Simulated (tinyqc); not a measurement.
Inside a calculation (part 2 of 2). Method: UHF in the sto-3g basis, for H2O, spin multiplicity 1. Computed by tinyqc, a small Python program that keeps every step (integrals from PySCF). Command: `OMP_NUM_THREADS=1 python tinyqc.py 29180 29181 out.jsonl` (the two numbers bound the seeds that draw the settings). One thread of a shared host (Intel(R) Xeon(R) Processor @ 2.60GHz), about 0.1 s of CPU time with the checks.

Geometry (angstrom):
```
atom,x,y,z
O,0.00000,0.00000,0.00000
H,0.00000,0.76100,0.51500
H,0.00000,-0.76100,0.51500
```

## Iteration 8 (converged): orbitals

converged F(alpha) (hartree), lower triangle:
```
,1O 1s,1O 2s,1O 2px,1O 2py,1O 2pz,2H 1s,3H 1s
1O 1s,-20.21735
1O 2s,-5.16176,-2.45258
1O 2px,0.00000,0.00000,-0.38825
1O 2py,0.00000,0.00000,0.00000,-0.35691
1O 2pz,-0.02985,-0.13409,0.00000,0.00000,-0.36601
2H 1s,-1.30698,-1.08886,0.00000,-0.42005,-0.35083,-0.62528
3H 1s,-1.30698,-1.08886,0.00000,0.42005,-0.35083,-0.41297,-0.62528
```

converged F(beta) (hartree), lower triangle:
```
,1O 1s,1O 2s,1O 2px,1O 2py,1O 2pz,2H 1s,3H 1s
1O 1s,-20.21735
1O 2s,-5.16176,-2.45258
1O 2px,0.00000,0.00000,-0.38825
1O 2py,0.00000,0.00000,0.00000,-0.35691
1O 2pz,-0.02985,-0.13409,0.00000,0.00000,-0.36601
2H 1s,-1.30698,-1.08886,0.00000,-0.42005,-0.35083,-0.62528
3H 1s,-1.30698,-1.08886,0.00000,0.42005,-0.35083,-0.41297,-0.62528
```

X, lower triangle:
```
,1O 1s,1O 2s,1O 2px,1O 2py,1O 2pz,2H 1s,3H 1s
1O 1s,1.02438
1O 2s,-0.14571,1.28346
1O 2px,0.00000,0.00000,1.00000
1O 2py,0.00000,0.00000,0.00000,1.13882
1O 2pz,-0.01023,0.11675,0.00000,0.00000,1.05212
2H 1s,0.02298,-0.32434,0.00000,-0.25978,-0.14525,1.23904
3H 1s,0.02298,-0.32434,0.00000,0.25978,-0.14525,-0.09181,1.23904
```

Diagonalise F' = X^T F X, C = X C', fill 5 alpha and 5 beta electrons from the bottom; D(s) = C_occ C_occ^T. Each column has its largest component positive (the first on a tie).

F' = X^T F X (alpha) (hartree), lower triangle:
```
,1,2,3,4,5,6,7
1,-19.83540
2,-2.69736,-1.18210
3,0.00000,0.00000,-0.38825
4,0.00000,0.00000,0.00000,0.00555
5,-0.05234,0.11267,0.00000,0.00000,-0.22393
6,-0.21889,-0.56008,0.00000,-0.51434,-0.31978,0.04155
7,-0.21889,-0.56008,0.00000,0.51434,-0.31978,-0.11514,0.04155
```

orbital energies (alpha) (hartree): MO1 -20.22639, MO2 -1.27920, MO3 -0.65018, MO4 -0.43976, MO5 -0.38825, MO6 0.63032, MO7 0.81241

coefficients C (alpha):
```
,MO1,MO2,MO3,MO4,MO5,MO6,MO7
1O 1s,0.99402,-0.23204,0.00000,0.09967,0.00000,-0.14109,0.00000
1O 2s,0.02752,0.82119,0.00000,-0.52258,0.00000,0.97176,0.00000
1O 2px,0.00000,0.00000,0.00000,0.00000,1.00000,0.00000,0.00000
1O 2py,0.00000,0.00000,0.59986,0.00000,0.00000,0.00000,1.03541
1O 2pz,0.00445,0.13416,0.00000,0.80878,0.00000,0.70054,0.00000
2H 1s,-0.00646,0.16253,0.43716,0.25281,0.00000,-0.83338,-0.87291
3H 1s,-0.00646,0.16253,-0.43716,0.25281,0.00000,-0.83338,0.87291
```

F' = X^T F X (beta) (hartree), lower triangle:
```
,1,2,3,4,5,6,7
1,-19.83540
2,-2.69736,-1.18210
3,0.00000,0.00000,-0.38825
4,0.00000,0.00000,0.00000,0.00555
5,-0.05234,0.11267,0.00000,0.00000,-0.22393
6,-0.21889,-0.56008,0.00000,-0.51434,-0.31978,0.04155
7,-0.21889,-0.56008,0.00000,0.51434,-0.31978,-0.11514,0.04155
```

orbital energies (beta) (hartree): MO1 -20.22639, MO2 -1.27920, MO3 -0.65018, MO4 -0.43976, MO5 -0.38825, MO6 0.63032, MO7 0.81241

coefficients C (beta):
```
,MO1,MO2,MO3,MO4,MO5,MO6,MO7
1O 1s,0.99402,-0.23204,0.00000,0.09967,0.00000,-0.14109,0.00000
1O 2s,0.02752,0.82119,0.00000,-0.52258,0.00000,0.97176,0.00000
1O 2px,0.00000,0.00000,0.00000,0.00000,1.00000,0.00000,0.00000
1O 2py,0.00000,0.00000,0.59986,0.00000,0.00000,0.00000,1.03541
1O 2pz,0.00445,0.13416,0.00000,0.80878,0.00000,0.70054,0.00000
2H 1s,-0.00646,0.16253,0.43716,0.25281,0.00000,-0.83338,-0.87291
3H 1s,-0.00646,0.16253,-0.43716,0.25281,0.00000,-0.83338,0.87291
```

D(alpha) after iteration 8, lower triangle:
```
,1O 1s,1O 2s,1O 2px,1O 2py,1O 2pz,2H 1s,3H 1s
1O 1s,1.05185
1O 2s,-0.21528,0.94820
1O 2px,0.00000,0.00000,1.00000
1O 2py,0.00000,0.00000,0.00000,0.35983
1O 2pz,0.05390,-0.31236,0.00000,0.00000,0.67214
2H 1s,-0.01894,0.00117,0.00000,0.26223,0.22625,0.28148
3H 1s,-0.01894,0.00117,0.00000,-0.26223,0.22625,-0.10073,0.28148
```

D(beta) after iteration 8, lower triangle:
```
,1O 1s,1O 2s,1O 2px,1O 2py,1O 2pz,2H 1s,3H 1s
1O 1s,1.05185
1O 2s,-0.21528,0.94820
1O 2px,0.00000,0.00000,1.00000
1O 2py,0.00000,0.00000,0.00000,0.35983
1O 2pz,0.05390,-0.31236,0.00000,0.00000,0.67214
2H 1s,-0.01894,0.00117,0.00000,0.26223,0.22625,0.28148
3H 1s,-0.01894,0.00117,0.00000,-0.26223,0.22625,-0.10073,0.28148
```

## Convergence

Stop when the energy changes by less than 1e-08 hartree and every element of the error matrix X^T (F D S - S D F) X (for each spin) is below 3e-05.

Course of the cycle:
```
iteration,E (hartree),change,largest element of the error matrix
1,-73.2758320,-,3.15e-01
2,-74.8910383,-1.62e+00,8.37e-02
3,-74.9339737,-4.29e-02,4.36e-02
4,-74.9492583,-1.53e-02,6.23e-03
5,-74.9495934,-3.35e-04,4.08e-04
6,-74.9495954,-2.10e-06,1.46e-04
7,-74.9495957,-2.47e-07,4.71e-06
8,-74.9495957,-1.45e-10,7.16e-07
```

PySCF UHF in the same basis, after a stability check = -74.9495957 hartree

Converged in 8 iterations.

## Populations, bond orders and dipole

overlap S, lower triangle:
```
,1O 1s,1O 2s,1O 2px,1O 2py,1O 2pz,2H 1s,3H 1s
1O 1s,1.00000
1O 2s,0.23670,1.00000
1O 2px,0.00000,0.00000,1.00000
1O 2py,0.00000,0.00000,0.00000,1.00000
1O 2pz,0.00000,0.00000,0.00000,0.00000,1.00000
2H 1s,0.05910,0.50027,0.00000,0.33659,0.22778,1.00000
3H 1s,0.05910,0.50027,0.00000,-0.33659,0.22778,0.24880,1.00000
```

Mulliken: Z minus the diagonal of D S on the atom; Loewdin: the same with S^(1/2) D S^(1/2); Mayer order: 2 sum_s sum (D(s) S)_ij (D(s) S)_ji over the two atoms.

Charges (e):
```
atom,Mulliken,Loewdin,Mulliken spin
1O,-0.41728,-0.28475,0
2H,0.20864,0.14238,0
3H,0.20864,0.14238,0
```

Mayer bond orders:
```
pair,order
2-1,0.93799
3-1,0.93799
3-2,0.01848
```

dipole moment about the origin, x y z (debye): 0.00000  0.00000  1.71813

<S^2> of the determinant (pure state: 0) = 0
